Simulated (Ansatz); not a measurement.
## Ansatz (development build ahead of 0.2.0) run

```yaml
crystal:
  periodic: [false, false, false]
  atoms:
    - { symbol: Si, position_ang: [0.0, 0.0, 0.0] }
    - { symbol: O, position_ang: [0.0, 0.0, 3.775] }
basis:
  gaussian: { orbitals: pcseg-2 }
magnetization:
  spin_polarized: true
hamiltonian:
  xc: pbe
```

The input is written out in the form of the current development build from the run's settings.

Results

| Quantity | Value |
| --- | --- |
| Converged | yes |
| Total energy | -364.25795 hartree |
| Spin squared of the determinant | 1.678 |
| Stability test | minimum |

Caution: charge can spread falsely over distant fragments; the unrestricted determinant is a mixture of spin states.
